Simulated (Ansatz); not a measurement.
How the zone-centre TO phonon frequency of rock-salt ZrC moves with the method

No measured value is used here.

```
level (code)         value (cm⁻¹)  cell (Å³/atom)
-------------------  ------------  --------------
LDA (Ansatz)                  450           12.50
PBE (Ansatz)                  420           13.05
PBE-D3(BJ) (Ansatz)           440           12.76
r²SCAN (Ansatz)               406           13.07
```

PBE-D3(BJ): the dispersion coefficients are held fixed in the derivatives. Each level is taken at its own relaxed cell. Cutoffs differ between the levels. Ansatz's density-functional and Hartree–Fock values are scalar-relativistic unless marked +SOC, with PAW data made under PBE.

Ansatz is a program for electronic structure.
